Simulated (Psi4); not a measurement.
**B3LYP/6-31G(d) (Cartesian functions) run of HS− (hydrosulfide)**

What is the energy change on altering one bond length of HS− (hydrosulfide) at B3LYP/6-31G* (Cartesian functions)? 

Program for the calculation: Psi4 1.11.

### 1 Starting point

HS− has 2 atoms, charge -1, and is taken as a singlet. As SMILES, `[SH-]`. The coordinates come from a PBE0-D4/def2-TZVPD relaxation.

Bond lengths: S1–H2 1.346 Å.

### 2 Energy and gradient at B3LYP/6-31G(d) (Cartesian functions)

input.dat

```
memory 1.6 GB

molecule {
  -1 1
  S      0.574700    -0.187900     0.295500
  H     -0.574700     0.187900    -0.295500
  symmetry c1
  no_reorient
  no_com
}

set globals {
  basis                6-31G*
  puream               false
  e_convergence        1e-09
  d_convergence        1e-08
  scf_type             pk
  dft_radial_points    99
  dft_spherical_points 590
}

e_tot, wfn = gradient('b3lyp', return_wfn=True)
oeprop(wfn, 'MULLIKEN_CHARGES', 'QUADRUPOLE', 'MAYER_INDICES', title='B3LYP')
```

Started as:

```bash
$ psi4 -n 1 input.dat output.dat
```

output.dat:

```text
Psi4 1.11 release

gradient() will perform analytic gradient computation.

   => Loading Basis Set <=

    Name: 6-31G*
    Role: ORBITAL
    Keyword: BASIS

         ---------------------------------------------------------
                                   SCF
                              RKS Reference
                        1 Threads,   1525 MiB Core
         ---------------------------------------------------------

  ==> Geometry <==

    Molecular point group: c1
    Full point group: C_inf_v

    Geometry (in Angstrom), charge = -1, multiplicity = 1:

       Center              X                  Y                   Z               Mass
    ------------   -----------------  -----------------  -----------------  -----------------
         S            0.574700000000    -0.187900000000     0.295500000000    31.972071174400
         H           -0.574700000000     0.187900000000    -0.295500000000     1.007825032230

  Running in c1 symmetry.

  Rotational constants: A = ************  B =      1.12860  C =      1.12860 [cm^-1]
  Rotational constants: A = ************  B =  33834.45003  C =  33834.45003 [MHz]
  Nuclear repulsion =    6.290522543643841

  Charge       = -1
  Multiplicity = 1
  Electrons    = 18
  Nalpha       = 9
  Nbeta        = 9

  ==> Algorithm <==

  SCF Algorithm Type is PK.
  DIIS enabled.
  MOM disabled.
  Fractional occupation disabled.
  Guess Type is SAD.
  Energy threshold   = 1.00e-09
  Density threshold  = 1.00e-08
  Integral threshold = 1.00e-12

  ==> Primary Basis <==

  Basis Set: 6-31G*
    Blend: 6-31G*
    Number of shells: 10
    Number of basis functions: 21
    Number of Cartesian functions: 21
    Spherical Harmonics?: false
    Max angular momentum: 2

  ==> DFT Potential <==

   => LibXC <=

    Version 7.1.2

   => Composite Functional: B3LYP <=

    B3LYP Hyb-GGA Exchange-Correlation Functional

    Deriv               =              1
    GGA                 =           TRUE
    Meta                =          FALSE

    Exchange Hybrid     =           TRUE
    MP2 Hybrid          =          FALSE

   => Exchange Functionals <=

    0.0800   Slater exchange
    0.7200         Becke 88

   => Exact (HF) Exchange <=

    0.2000               HF

   => Correlation Functionals <=

    0.1900   Vosko, Wilk & Nusair (VWN5_RPA)
    0.8100   Lee, Yang & Parr

   => LibXC Density Thresholds  <==

    XC_HYB_GGA_XC_B3LYP:  1.00E-15

   => Molecular Quadrature <=

    Radial Scheme          =       TREUTLER
    Pruning Scheme         =           NONE
    Nuclear Scheme         =       TREUTLER

    Blocking Scheme        =         OCTREE
    BS radius alpha        =              1
    Pruning alpha          =              1
    Radial Points          =             99
    Spherical Points       =            590
    Total Points           =         109732
    Total Blocks           =            855
    Max Points             =            256
    Max Functions          =             21
    Weights Tolerance      =       1.00E-15

  ==> Integral Setup <==

  Using in-core PK algorithm.
   Calculation information:
      Number of atoms:                   2
      Number of AO shells:              10
      Number of primitives:             31
      Number of atomic orbitals:        21
      Number of basis functions:        21

      Integral cutoff                 1.00e-12
      Number of threads:                 1

  Performing in-core PK
  Using 53592 doubles for integral storage.
  We computed 1540 shell quartets total.
  Whereas there are 1540 unique shell quartets.

  ==> DiskJK: Disk-Based J/K Matrices <==

    J tasked:                  Yes
    K tasked:                  Yes
    wK tasked:                  No
    Memory [MiB]:             1080
    Schwarz Cutoff:          1E-12

  Cached 100.0% of DFT collocation blocks in 0.062 [GiB].

  Minimum eigenvalue in the overlap matrix is 1.5272858541E-02.
  Reciprocal condition number of the overlap matrix is 3.8180862858E-03.
    Using symmetric orthogonalization.

  ==> Pre-Iterations <==

  SCF Guess: Superposition of Atomic Densities via on-the-fly atomic UHF (no occupation information).

   -------------------------
    Irrep   Nso     Nmo
   -------------------------
     A         21      21
   -------------------------
    Total      21      21
   -------------------------

  ==> Iterations <==

                        Total Energy        Delta E     RMS |[F,P]|

   @RKS iter SAD:  -398.50326319080148   -3.98503e+02   0.00000e+00
   @RKS iter   1:  -398.66616724455554   -1.62904e-01   2.06020e-02 DIIS/ADIIS
   @RKS iter   2:  -398.66143522914592    4.73202e-03   2.23551e-02 DIIS/ADIIS
   @RKS iter   3:  -398.80603169769273   -1.44596e-01   5.60665e-04 DIIS/ADIIS
   @RKS iter   4:  -398.80610153152981   -6.98338e-05   2.48808e-04 DIIS/ADIIS
   @RKS iter   5:  -398.80612027808081   -1.87466e-05   1.30122e-05 DIIS
   @RKS iter   6:  -398.80612032974761   -5.16668e-08   5.60560e-07 DIIS
   @RKS iter   7:  -398.80612032986971   -1.22100e-10   6.02947e-08 DIIS
   @RKS iter   8:  -398.80612032987108   -1.36424e-12   4.10427e-09 DIIS
  Energy and wave function converged.

  ==> Post-Iterations <==

   Electrons on quadrature grid:
      Ntotal   =   17.9999999973 ; deviation = -2.739e-09

    Orbital Energies [Eh]
    ---------------------

    Doubly Occupied:

       1A    -88.554105     2A     -7.613976     3A     -5.580387
       4A     -5.571740     5A     -5.571740     6A     -0.389859
       7A     -0.095855     8A      0.047517     9A      0.047517

    Virtual:

      10A      0.313748    11A      0.557879    12A      0.601735
      13A      0.636683    14A      0.636683    15A      0.987440
      16A      1.088508    17A      1.088508    18A      1.115316
      19A      1.115316    20A      1.423041    21A      4.202018

    Final Occupation by Irrep:
              A
    DOCC [     9 ]
    NA   [     9 ]
    NB   [     9 ]

  @RKS Final Energy:  -398.80612032987108

   => Energetics <=

    Nuclear Repulsion Energy =              6.2905225436438412
    One-Electron Energy =                -568.5684156501386042
    Two-Electron Energy =                 184.6430584403596811
    DFT Exchange-Correlation Energy =     -21.1712856637360645
    Empirical Dispersion Energy =           0.0000000000000000
    VV10 Nonlocal Energy =                  0.0000000000000000
    Total Energy =                       -398.8061203298710780

Computation Completed

Properties will be evaluated at   0.000000,   0.000000,   0.000000 [a0]

Properties computed using the SCF density matrix

 Multipole Moments:

 ------------------------------------------------------------------------------------
     Multipole            Electronic (a.u.)      Nuclear  (a.u.)        Total (a.u.)
 ------------------------------------------------------------------------------------

 L = 1.  Multiply by 2.5417464519 to convert [e a0] to [Debye]
 Dipole X            :        -17.5685100           16.2903841           -1.2781260
 Dipole Y            :          5.7440804           -5.3261931            0.4178874
 Dipole Z            :         -9.0333995            8.3762111           -0.6571885
 Magnitude           :                                                    1.4967072

 ------------------------------------------------------------------------------------

	total time  =          1 seconds =       0.02 minutes

         ------------------------------------------------------------
                                   SCF GRAD
         ------------------------------------------------------------

  ==> Geometry <==

    Molecular point group: c1
    Full point group: C_inf_v

    Geometry (in Angstrom), charge = -1, multiplicity = 1:

       Center              X                  Y                   Z               Mass
    ------------   -----------------  -----------------  -----------------  -----------------
         S            0.574700000000    -0.187900000000     0.295500000000    31.972071174400
         H           -0.574700000000     0.187900000000    -0.295500000000     1.007825032230

  Nuclear repulsion =    6.290522543643841

  ==> Basis Set <==

  Basis Set: 6-31G*
    Blend: 6-31G*
    Number of shells: 10
    Number of basis functions: 21
    Number of Cartesian functions: 21
    Spherical Harmonics?: false
    Max angular momentum: 2

  ==> DirectJKGrad: Integral-Direct SCF Gradients <==

    Gradient:                    1
    J tasked:                  Yes
    K tasked:                  Yes
    wK tasked:                  No
    Integrals threads:           1
    Schwarz Cutoff:          1E-12

  ==> DFT Potential <==

   => LibXC <=

    Version 7.1.2

   => Composite Functional: B3LYP <=

    B3LYP Hyb-GGA Exchange-Correlation Functional

    Deriv               =              1
    GGA                 =           TRUE
    Meta                =          FALSE

    Exchange Hybrid     =           TRUE
    MP2 Hybrid          =          FALSE

   => Exchange Functionals <=

    0.0800   Slater exchange
    0.7200         Becke 88

   => Exact (HF) Exchange <=

    0.2000               HF

   => Correlation Functionals <=

    0.1900   Vosko, Wilk & Nusair (VWN5_RPA)
    0.8100   Lee, Yang & Parr

   => LibXC Density Thresholds  <==

    XC_HYB_GGA_XC_B3LYP:  1.00E-15

   => Molecular Quadrature <=

    Radial Scheme          =       TREUTLER
    Pruning Scheme         =           NONE
    Nuclear Scheme         =       TREUTLER

    Blocking Scheme        =         OCTREE
    BS radius alpha        =              1
    Pruning alpha          =              1
    Radial Points          =             99
    Spherical Points       =            590
    Total Points           =         109732
    Total Blocks           =            855
    Max Points             =            256
    Max Functions          =             21
    Weights Tolerance      =       1.00E-15

  -Total Gradient:
     Atom            X                  Y                   Z
    ------   -----------------  -----------------  -----------------
       1       -0.006910280346     0.002259338222    -0.003553137014
       2        0.006910220517    -0.002259318662     0.003553106251

	total time  =          0 seconds =       0.00 minutes

Properties will be evaluated at   0.000000,   0.000000,   0.000000 [a0]

Properties computed using the B3LYP density matrix

 Multipole Moments:

 ------------------------------------------------------------------------------------
     Multipole            Electronic (a.u.)      Nuclear  (a.u.)        Total (a.u.)
 ------------------------------------------------------------------------------------

 L = 1.  Multiply by 2.5417464519 to convert [e a0] to [Debye]
 Dipole X            :        -17.5685100           16.2903841           -1.2781260
 Dipole Y            :          5.7440804           -5.3261931            0.4178874
 Dipole Z            :         -9.0333995            8.3762111           -0.6571885
 Magnitude           :                                                    1.4967072

 L = 2.  Multiply by 1.3450342976 to convert [e a0^2] to [Debye ang]
 Quadrupole XX       :        -33.9319279           20.0506774          -13.8812505
 Quadrupole XY       :          6.4646497           -6.5556330           -0.0909833
 Quadrupole XZ       :        -10.1665991           10.3096836            0.1430845
 Quadrupole YY       :        -16.2731647            2.1433851          -14.1297795
 Quadrupole YZ       :          3.3240020           -3.3707840           -0.0467819
 Quadrupole ZZ       :        -19.3870021            5.3010467          -14.0859555
 Traceless XX        :        -10.7345630           10.8856410            0.1510780
 Traceless YY        :          6.9242002           -7.0216513           -0.0974510
 Traceless ZZ        :          3.8103628           -3.8639898           -0.0536270

 ------------------------------------------------------------------------------------
  Mulliken Charges: (a.u.)
   Center  Symbol    Alpha    Beta     Spin     Total
       1     S     8.49031  8.49031  0.00000 -0.98062
       2     H     0.50969  0.50969  0.00000 -0.01938

   Total alpha =  9.00000, Total beta =  9.00000, Total charge = -1.00000

  Mayer Bond Indices:

  Irrep: 1 Size: 2 x 2

                 1                   2

    1     0.00000000000000     0.95011959428954
    2     0.95011959428954     0.00000000000000

  Atomic Valences:

 #  #
 Irrep: 1
      1:    0.950119594289545
      2:    0.950119594289545

    Psi4 run time: 0:00:01.30
```

Wall time 2 s (1 thread of Intel Xeon 6975P-C (Granite Rapids), shared host); peak memory 0.27 GiB.

[end of part 1 of 2]
